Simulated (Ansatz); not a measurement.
## GaH₂⁺, triplet in aug-cc-pVTZ: errors against full CI

Geometry: a point of a breathe scan, not a stationary point.

```xyz
3

Ga    0.0000    0.0000   -0.0454
H     0.0000    1.1732    1.5718
H     0.0000   -1.1732    1.5718
```

Basis aug-cc-pVTZ; Ansatz 0.2.0. Correlated methods freeze the noble-gas cores and the filled d shells of p-block atoms, which leaves 4 electrons in 91 orbitals. R marks a restricted (for open shells ROHF) determinant, U an unrestricted one. Active spaces: valence = (4e, 6o) chosen from the atoms' valence shells. No spin–orbit coupling is included, and no scalar relativity.

Full CI is exact within this basis and frozen core; it isn't the basis-set limit. The frozen core follows each run's orbitals, which can shift R against U totals by a few meV for light atoms and by up to 0.1 eV past Ca.

```
UHF ⟨S²⟩                          : 2.075
T1 diagnostic (RCCSD)             : 0.0681
largest doubles amplitude (RCCSD) : 0.096
```

```json
{"level": "RMP2", "E − E(RHF) (eV)": "-1.2822"}
{"level": "RCCSD", "E − E(RHF) (eV)": "-1.7770"}
{"level": "RCCSD(T)", "E − E(RHF) (eV)": "-1.8079"}
```

**Question.** Estimate how far full CI in aug-cc-pVTZ lies from RCCSD(T). The table doesn't fix it; the size of (T) and the diagnostics are the guide.

**Answer.** Full CI in aug-cc-pVTZ lies 0.24 kcal/mol below RCCSD(T), which is 33 % of the (T) step (-0.71 kcal/mol). T1 is raised, and the rest is a large part of (T).

The other levels:

| level | E − E(full CI) (kcal/mol) | share of correlation (%) | wall time |
| --- | --- | --- | --- |
| BCCD(T) | 0.26 | 99.37 | 4.8 s |
| RCCSDT | 0.01 | 99.97 | – |
| RCCSDT(Q) | 0.00 | 99.99 | 93 s |
| CASSCF (valence space) | 13.87 | 66.92 | – |
| NEVPT2 (valence space) | 3.99 | 90.49 | 4.7 s |

The correlation energy at full CI, counted from RHF, is -1.818 eV. That run took 61 s on 1 thread of Arm Neoverse V2, shared host over 4,238,676 determinants.

Run but not shown, since their state or frozen core can't be matched to the reference's or they repeat it: UHF, UMP2, UCCSD, UCCSD(T), UCCSDT, UCCSDT(Q).

Times hold each run's SCF and search for its determinant on a shared host, so for small cases they say little of a method's own cost; they ran on 1 thread of Arm Neoverse V2.

The full-CI state has the irrep B2 of C2v, in the program's axes.

Natural occupations of full CI about the gap: 1.908 0.998 0.985 0.033 0.030 0.022 0.006 0.003 0.003 0.003; effectively unpaired electrons, Σ n²(2−n)², 2.04.
